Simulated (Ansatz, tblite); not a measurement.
# SiMe2H2 (C2H8Si): a ladder of methods and basis sets

How do method and basis change the picture of SiMe2H2 (C2H8Si) (singlet)?

Method: as each input shows; program: Ansatz 0.2.0, Gaussian basis.

Plan: GFN1-xTB, GFN2-xTB, PBE-D4/def2-TZVP, r2SCAN-D4/def2-TZVP, HSE06-D4/def2-TZVP, LDA/def2-TZVP, CAM-B3LYP-D4/def2-TZVP, PBE-D4/def2-SVP, PBE0-D4/def2-SVP, CCSD(T)/def2-TZVPP, MP2/def2-TZVP.

2 further runs of the same task are left out: 2 set aside as unsound or not needed.

## (1) The geometry

The geometry is that of the singlet, from an earlier relaxation (PBE0-D4/def2-TZVP).

11 atoms, charge 0, spin multiplicity 1.

Bond lengths: C1–Si3 1.872 Å, C1–H4 1.092 Å, C1–H5 1.093 Å, C1–H6 1.093 Å, C2–Si3 1.872 Å, C2–H7 1.092 Å, C2–H8 1.093 Å, C2–H9 1.093 Å, Si3–H10 1.491 Å, Si3–H11 1.491 Å. Angles: Si3–C1–H4 110.9°, Si3–C1–H5 111.0°, Si3–C1–H6 111.0°, H4–C1–H5 107.9°, H4–C1–H6 107.9°, H5–C1–H6 108.0°, Si3–C2–H7 110.9°, Si3–C2–H8 111.0°, Si3–C2–H9 110.9°, H7–C2–H8 107.9°, H7–C2–H9 107.9°, H8–C2–H9 108.0°, C1–Si3–C2 111.7°, C1–Si3–H10 109.4°, C1–Si3–H11 109.4°, C2–Si3–H10 109.4°, C2–Si3–H11 109.4°, H10–Si3–H11 107.3°.

PBE0-D4/def2-TZVP was run before; its log isn't repeated, and its numbers join the tables.

## (2) GFN1-xTB

Tight binding, by tblite at 300 K electronic temperature and without a spin-polarisation term:

```python
tblite.interface.Calculator('GFN1-xTB', numbers, positions, charge=0, uhf=0).singlepoint()
```

Energy -282.9092 eV, HOMO -11.94 eV, LUMO -4.72 eV; 0.014 s.

## (3) GFN2-xTB

Tight binding, by tblite at 300 K electronic temperature and without a spin-polarisation term:

```python
tblite.interface.Calculator('GFN2-xTB', numbers, positions, charge=0, uhf=0).singlepoint()
```

Energy -274.1388 eV, HOMO -10.88 eV, LUMO -4.28 eV; 0.01 s.

## (4) PBE-D4/def2-TZVP

start.molden holds the orbitals of an earlier run on this state, given as this run's starting guess.

The input, in.yaml:

```yaml
crystal:
  periodic: [false, false, false]
  atoms:
    - {symbol: C, position_ang: [-0.630851, 0.001130, 1.452630]}
    - {symbol: C, position_ang: [1.164905, 0.001832, -1.072890]}
    - {symbol: Si, position_ang: [-0.589374, -0.003322, -0.419071]}
    - {symbol: H, position_ang: [-1.659415, 0.004525, 1.820275]}
    - {symbol: H, position_ang: [-0.127555, 0.884968, 1.852858]}
    - {symbol: H, position_ang: [-0.132010, -0.883453, 1.856765]}
    - {symbol: H, position_ang: [1.174449, -0.004641, -2.165128]}
    - {symbol: H, position_ang: [1.714056, -0.877375, -0.726368]}
    - {symbol: H, position_ang: [1.704553, 0.890987, -0.736977]}
    - {symbol: H, position_ang: [-1.313846, 1.193835, -0.934171]}
    - {symbol: H, position_ang: [-1.304911, -1.208506, -0.927902]}
basis:
  gaussian: {orbitals: def2-TZVP, initial_orbitals: start.molden}
hamiltonian: {xc: pbe, dispersion: d4}
scf: {omitted_lower_state_checks: [starts]}
output: {forces: true, orbitals: {seedname: orbitals}}
```

Run with:

```console
ansatz run in.yaml --threads 2 --pin off --events-out ev --progress --plain --max-ram 4352MiB
```

After this run come: r2SCAN-D4/def2-TZVP; HSE06-D4/def2-TZVP; LDA/def2-TZVP; CAM-B3LYP-D4/def2-TZVP; PBE-D4/def2-SVP; PBE0-D4/def2-SVP; CCSD(T)/def2-TZVPP; MP2/def2-TZVP.

**Question.** What will the summary of the whole plan be? Wanted: gap in def2-TZVP, named functionals, smallest and largest; correlation energy, CCSD(T)/def2-TZVPP; correlation energy, MP2/def2-TZVP; binding an atom, CCSD(T)/def2-TZVPP; PBE0 total energy, smallest basis above largest.

**Answer**, as computed:

```
                                                 quantity                                   value
gap in def2-TZVP, named functionals, smallest and largest  7.73 eV (LDA), 12.07 eV (CAM-B3LYP-D4)
                   correlation energy, CCSD(T)/def2-TZVPP                               -15.27 eV
                        correlation energy, MP2/def2-TZVP                               -12.79 eV
                      binding an atom, CCSD(T)/def2-TZVPP                                3.605 eV
          PBE0 total energy, smallest basis above largest           5.17 eV (def2-SVP, def2-TZVP)
```

In words: Over the named functionals in def2-TZVP the gap runs from 7.73 eV (LDA) to 12.07 eV (CAM-B3LYP-D4); exact exchange widens it. The functionals in def2-TZVP miss CCSD(T)/def2-TZVPP by +0.059 (PBE0-D4) to +0.465 eV (LDA) an atom. The reference is CCSD(T) in one finite basis, so it carries an error of its own, often a tenth of an eV or more, and near misses can't be ranked.
